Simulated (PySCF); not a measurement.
**P₂ at RHF**

Computed with RHF; P aug-pcseg-1; no relativity (PySCF 2.14).

For P₂, the state is ¹Σg⁺ (singlet), closed shell. The bond length is 1.860 Å. The harmonic wavenumber is 908 cm⁻¹. The force constant is 7.53 mdyn/Å and the rotational constant Be is 0.3145 cm⁻¹. The anharmonicity ωexe is 2.13 cm⁻¹. The vibration–rotation constant αe is 0.00112 cm⁻¹, the well depth De to P + P is 33.7 kcal/mol and the dissociation energy D0 is 32.4 kcal/mol. The HOMO–LUMO gap is 10.77 eV. The bond order (Mayer) is 2.46.

Where the molecule has an RHF reference, its open-shell atoms are computed with UHF. Hartree–Fock leaves out correlation, which carries a large part of most bond energies and some tenths to 1 eV of ionisation energies.
